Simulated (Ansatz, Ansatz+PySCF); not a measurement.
```xyz
9

C    -0.0403   -0.3922   -0.3729
C     0.0459   -0.4407    1.1378
O    -0.0473    0.9122   -0.7930
H    -0.8666   -1.0062   -0.7298
H     0.8754   -0.9214   -0.7564
H    -0.0020   -1.4181    1.5487
H     0.9242    0.0589    1.5194
H    -0.8426    0.0703    1.5351
H    -0.0440    0.9291   -1.7657
```

RHF on singlet C2H6O was run in several spherical basis sets with Ansatz (development build ahead of 0.2.0).

**Question.** Rank the basis sets by the total energy that they give, lowest first, with the distance from the lowest.
A. 6-31G
B. cc-pVTZ
C. def2-TZVP
D. 6-31G(d)
E. STO-3G
F. cc-pVDZ
G. def2-SVP

**Answer.** C (0.00 eV), B (0.09 eV), F (1.46 eV), D (1.96 eV), A (3.71 eV), G (4.86 eV), E (54.91 eV).

Totals follow the description of the cores as much as that of the bonds, so this order isn't one of quality for chemistry.
